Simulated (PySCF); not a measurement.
# C3H3NS: fields and orbitals

Aim: take C3H3NS and compute its lowest excited states, pull one bond apart with RHF, UHF and CASSCF and measure its response to a uniform field.

Computed with PySCF 2.14.0. Level: levels as typed in each script, gas phase, geometry from GFN2-xTB.

### Step 1. Starting geometry

SMILES `c1cscn1`, 8 atoms, charge 0, spin multiplicity 1.

Bond lengths: C1–C2 1.359 Å, C1–N5 1.353 Å, C1–H6 1.075 Å, C2–S3 1.719 Å, C2–H7 1.071 Å, S3–C4 1.738 Å, C4–N5 1.280 Å, C4–H8 1.071 Å. Angles: C2–C1–N5 115.1°, C2–C1–H6 125.8°, N5–C1–H6 119.1°, C1–C2–S3 110.3°, C1–C2–H7 129.0°, S3–C2–H7 120.7°, C2–S3–C4 88.0°, S3–C4–N5 115.1°, S3–C4–H8 120.7°, N5–C4–H8 124.2°, C1–N5–C4 111.6°.

Geometry (Å):

```csv
atom,x (Å),y (Å),z (Å)
C1,1.28997,-0.58378,0.00000
C2,0.08185,-1.20557,0.00000
S3,-1.18573,-0.04469,0.00000
C4,0.03252,1.19448,0.00000
N5,1.23931,0.76835,0.00000
H6,2.24771,-1.07109,0.00000
H7,-0.13666,-2.25366,0.00000
H8,-0.24055,2.23053,0.00000
```

### Step 2. Excited states (B3LYP/def2-svpd)

File input.py:

```python
import numpy as np
from pyscf import gto, scf, dft, tdscf
from pyscf.scf import atom_ks, atom_hf
from scipy.linalg import block_diag

def solve(mol, dm0=None, hcore=None):
    mf = (dft.UKS if mol.spin else dft.RKS)(mol, xc='b3lyp')
    mf.grids.level = 3
    mf = mf.density_fit(auxbasis='def2-universal-jkfit')
    mf.conv_tol, mf.max_cycle = 1e-8, 80
    if hcore is not None:
        mf.get_hcore = lambda *args: hcore
    mf.kernel(dm0)
    if not mf.converged:
        mf = mf.newton().run(mf.mo_coeff, mf.mo_occ, max_cycle=30)
    assert mf.converged, 'SCF not converged'
    return mf

mol = gto.M(atom='''
C      1.28997    -0.58378     0.00000
C      0.08185    -1.20557     0.00000
S     -1.18573    -0.04469     0.00000
C      0.03252     1.19448     0.00000
N      1.23931     0.76835     0.00000
H      2.24771    -1.07109     0.00000
H     -0.13666    -2.25366     0.00000
H     -0.24055     2.23053     0.00000
''', basis='def2-svpd', charge=0, spin=0, verbose=4)
mf = solve(mol)
td = mf.TDA()
td.nstates, td.singlet, td.conv_tol = 6, True, 1e-5
td.kernel()
td.analyze()
x, y = np.array([p[0] for p in td.xy]), np.array([p[1] + 0 * p[0] for p in td.xy])
f, mu = td.oscillator_strength(), td.transition_dipole()
nto = [td.get_nto(state=i + 1, verbose=4) for i in range(len(td.e))]
# spherically averaged free atoms, for the promolecule
atm = atom_ks.get_atm_nrks(mol, xc='b3lyp')
pro = block_diag(*[(atm[a[0]][2] * atm[a[0]][3]) @ atm[a[0]][2].T for a in mol._atom])
np.savez('result.npz', e=td.e, f=f, ok=td.converged, w=[n[0] for n in nto], nto=[n[1] for n in nto], x=x, y=y, c=mf.mo_coeff, occ=mf.mo_occ, eps=mf.mo_energy, pro=pro, mu=mu)
```

Run with:

```sh
$ OMP_NUM_THREADS=1 python input.py
```

### Step 4. Stretching a bond (6-31+g*)

File input.py:

```python
import numpy as np
from pyscf import gto, scf, mcscf

mol = gto.M(atom='''
C      1.28997    -0.58378     0.00000
C      0.08185    -1.20557     0.00000
S     -1.18573    -0.04469     0.00000
C      0.03252     1.19448     0.00000
N      1.23931     0.76835     0.00000
H      2.24771    -1.07109     0.00000
H     -0.13666    -2.25366     0.00000
H     -0.24055     2.23053     0.00000
''', basis='6-31+g*', charge=0, spin=0, verbose=4)
# stretch the bond between atoms 1 and 6, from long to short, fragments rigid
a, b, move = 0, 5, [5]
xyz = mol.atom_coords(unit='Angstrom')
u = xyz[b] - xyz[a]
r0 = np.linalg.norm(u)
rows, last, dm_u = [], None, None
for r in [3.0, 2.35, 1.93, 1.66, 1.44, 1.28, 1.18, 1.07, 0.98]:
    new = xyz.copy()
    new[move] += u / r0 * (r - r0)
    m = mol.set_geom_(new, unit='Angstrom', inplace=False)
    rhf = scf.RHF(m).density_fit(auxbasis='def2-universal-jkfit').run()
    uhf = scf.UHF(m).density_fit(auxbasis='def2-universal-jkfit').newton()
    if dm_u is None:
        c = rhf.mo_coeff
        h = m.nelectron // 2 - 1
        ca, cb = c.copy(), c.copy()
        ca[:, h], cb[:, h] = (c[:, h] + c[:, h + 1]) / 2**.5, (c[:, h] - c[:, h + 1]) / 2**.5
        dm_u = np.array([x[:, :h + 1] @ x[:, :h + 1].T for x in (ca, cb)])
    uhf.kernel(dm0=dm_u)
    for _ in range(3):
        c, _, stable, _ = uhf.stability(return_status=True)
        if stable:
            break
        uhf.kernel(c, uhf.mo_occ)
    dm_u = uhf.make_rdm1()
    mc = mcscf.CASSCF(rhf, 2, 2)
    mc.natorb = True
    mc.fix_spin_(ss=0)
    guess = mcscf.addons.make_natural_orbitals(uhf)[1] if last is None else mcscf.project_init_guess(mc, last.mo_coeff, last.mol)
    mc.kernel(guess)
    last = mc
    act = slice(mc.ncore, mc.ncore + mc.ncas)
    print('r %.3f  RHF %.6f  UHF %.6f  <S^2> %.3f  CASSCF %.6f  occupations' % (r, rhf.e_tot, uhf.e_tot, uhf.spin_square()[0], mc.e_tot), mc.mo_occ[act].round(4))
    rows.append((new, rhf.e_tot, uhf.e_tot, uhf.spin_square()[0], mc.e_tot, mc.mo_occ[act], mc.mo_coeff[:, act], dm_u[0] - dm_u[1], rhf.converged and uhf.converged and mc.converged))
    np.savez('result.npz', **{k: [row[i] for row in rows] for i, k in enumerate('xyz rhf uhf s2 cas occ c spin ok'.split())})
```

### Step 6. Response to an electric field (B3LYP/6-311g**)

File input.py:

```python
import numpy as np
from pyscf import gto, scf, dft
from pyscf.scf import atom_ks, atom_hf
from scipy.linalg import block_diag

def solve(mol, dm0=None, hcore=None):
    mf = (dft.UKS if mol.spin else dft.RKS)(mol, xc='b3lyp')
    mf.grids.level = 3
    mf = mf.density_fit(auxbasis='def2-universal-jkfit')
    mf.conv_tol, mf.max_cycle = 1e-8, 80
    if hcore is not None:
        mf.get_hcore = lambda *args: hcore
    mf.kernel(dm0)
    if not mf.converged:
        mf = mf.newton().run(mf.mo_coeff, mf.mo_occ, max_cycle=30)
    assert mf.converged, 'SCF not converged'
    return mf

mol = gto.M(atom='''
C      1.28997    -0.58378     0.00000
C      0.08185    -1.20557     0.00000
S     -1.18573    -0.04469     0.00000
C      0.03252     1.19448     0.00000
N      1.23931     0.76835     0.00000
H      2.24771    -1.07109     0.00000
H     -0.13666    -2.25366     0.00000
H     -0.24055     2.23053     0.00000
''', basis='6-311g**', charge=0, spin=0, verbose=4)
field = np.array([-0.0, -0.004, -0.0])  # atomic units
mol.set_common_orig(mol.atom_charges() @ mol.atom_coords() / mol.atom_charges().sum())
mf = solve(mol)
out = dict(dm0=mf.make_rdm1(), d0=mf.dip_moment(unit='AU'), e0=mf.e_tot)
for name, sign in (('p', 1), ('m', -1)):
    h = mf.get_hcore() + sign * np.einsum('x,xij->ij', field, mol.intor('int1e_r'))
    mi = solve(mol, mf.make_rdm1(), h)
    out.update({'dm' + name: mi.make_rdm1(), 'd' + name: mi.dip_moment(unit='AU'), 'e' + name: mi.e_tot})
# spherically averaged free atoms, for the promolecule
atm = atom_ks.get_atm_nrks(mol, xc='b3lyp')
pro = block_diag(*[(atm[a[0]][2] * atm[a[0]][3]) @ atm[a[0]][2].T for a in mol._atom])
np.savez('result.npz', pro=pro, **out)
```

(Steps that only read results are left out.)

What does the calculation give? Wanted: lowest singlet excitation; polarisability along the field.

As calculated:

| quantity | value |
| --- | --- |
| lowest singlet excitation (B3LYP/def2-svpd) | 5.30 eV |
| cost of the stretch to 3.0 Å, CASSCF and RHF (6-31+g*) | 4.7 and 7.9 eV |
| polarisability along the field (B3LYP/6-311g**) | 56.9 bohr³ |

In words: RHF rises too steeply at long distance, since it keeps both electrons in one orbital and so mixes in ionic fragments. All values hold at the given geometry, in the gas phase.
